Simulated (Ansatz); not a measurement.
This geometry of C3H5NO (10 atoms, charge 0, multiplicity 1) is a first-order saddle point.

Method: RKS r2SCAN-D4/def2-SVP (Ansatz 0.2.0).

```xyz
10
Properties=species:S:1:pos:R:3
C -0.292 -0.538 1.586
C 0.008 0.426 0.711
C -0.381 0.374 -0.745
N 0.619 -0.033 -1.578
O -1.486 0.701 -1.138
H -0.040 -0.445 2.647
H -0.808 -1.451 1.272
H 0.515 1.344 1.041
H 0.437 -0.078 -2.574
H 1.510 -0.353 -1.221
```

Question: Which two structures does it join? (They come from a converged band through this point; their orientation in space is the band's.)

Answer: No bond is made or broken. The dihedral H8–C2–C3–N4 goes from 0 to 161°.

Image 0:

```xyz
10
Properties=species:S:1:pos:R:3
C -0.554 -0.307 1.705
C 0.238 0.036 0.684
C -0.266 -0.057 -0.722
N 0.643 0.321 -1.671
O -1.391 -0.436 -1.005
H -0.219 -0.252 2.744
H -1.571 -0.655 1.494
H 1.263 0.387 0.858
H 0.365 0.280 -2.645
H 1.576 0.632 -1.439
```

Image 8:

```xyz
10
Properties=species:S:1:pos:R:3
C 0.027 -0.551 1.461
C -0.282 0.528 0.730
C -0.333 0.587 -0.762
N 0.419 -0.341 -1.432
O -1.040 1.402 -1.335
H -0.013 -0.529 2.554
H 0.301 -1.506 0.999
H -0.614 1.457 1.207
H 0.439 -0.269 -2.443
H 1.178 -0.829 -0.976
```

Question: How far does it lie above each of them?

Answer: 0.264 eV above the first and 0.184 eV above the second. This is the barrier of this one path; another mechanism may lie lower.

Time of the run: 3.7 min on 2 threads of Arm Neoverse V1 (shared host), peak memory 0.19 GiB.
